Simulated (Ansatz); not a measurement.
# C₂H₃F (SMILES C=CF): functionals against CCSD(T) at one geometry

The task here is to estimate one member of a computed series from the others.

Computed with Ansatz 0.2.0, Gaussian basis. Level: single points in def2-TZVPP.

Correlated methods freeze the cores.

## The system as given

SMILES `C=CF`, 6 atoms, charge 0, spin multiplicity 1.

Atoms are counted from 1 here; the program's logs count them from 0.

Bond lengths: C1–C2 1.320 Å, C1–H4 1.069 Å, C1–H5 1.091 Å, C2–F3 1.354 Å, C2–H6 1.067 Å. Angles: C2–C1–H4 122.1°, C2–C1–H5 119.4°, H4–C1–H5 118.5°, C1–C2–F3 120.8°, C1–C2–H6 129.1°, F3–C2–H6 110.0°.

Geometry (Å):

```mol
C2H3F
  3D, bonds by distance, orders not assigned

  6  5  0  0  0  0  0  0  0  0999 V2000
   -0.5500    0.0651   -0.4386 C   0  0
    0.4975   -0.0028    0.3612 C   0  0
    0.9645   -1.1986    0.7924 F   0  0
   -1.0276   -0.8105   -0.8236 H   0  0
   -0.9182    1.0414   -0.7559 H   0  0
    1.0504    0.7891    0.8137 H   0  0
  1  2  8  0
  1  4  8  0
  1  5  8  0
  2  3  8  0
  2  6  8  0
M  END
```

The first run:

The input, run/in.yaml:

```yaml
crystal:
  periodic: [false, false, false]
  atoms:
    - {symbol: C, position_ang: [-0.550000, 0.065100, -0.438600]}
    - {symbol: C, position_ang: [0.497500, -0.002800, 0.361200]}
    - {symbol: F, position_ang: [0.964500, -1.198600, 0.792400]}
    - {symbol: H, position_ang: [-1.027600, -0.810500, -0.823600]}
    - {symbol: H, position_ang: [-0.918200, 1.041400, -0.755900]}
    - {symbol: H, position_ang: [1.050400, 0.789100, 0.813700]}
basis:
  gaussian: {orbitals: def2-TZVPP}
correlation: {method: ccsd_t}
output: {forces: true}
```

No record of the launch command was kept for these runs.

Among the steps run: CCSD(T)/def2-TZVPP; PBE0-D4/def2-TZVPP; wB97M-V/def2-TZVPP; r2SCAN-D4/def2-TZVPP; PBE-D4/def2-TZVPP; SPW92/def2-TZVPP; r2SCAN0-D4/def2-TZVPP.

One of the session's tables, all rows but one given; the rest of the session is left out.

```
    method  RMS force component (eV/Å)  angle to CCSD(T) forces (°)  dipole (D)
   CCSD(T)                       0.398                    reference        1.47
   PBE0-D4                       0.446                         37.2        1.43
   wB97M-V                       0.386                         40.4        1.44
 r2SCAN-D4                       0.375                         31.7        1.36
    PBE-D4                       0.414                         30.3        1.29
     SPW92                       0.568                         45.7        1.36
r2SCAN0-D4                           ?                            ?           ?
```

Q: Estimate the row for r2SCAN0-D4 from the others.

As computed: RMS force component (eV/Å): 0.457; angle to CCSD(T) forces (°): 44.5; dipole (D): 1.46. In the column «RMS force component (eV/Å)» it lies between PBE0-D4 (0.446) and SPW92 (0.568).
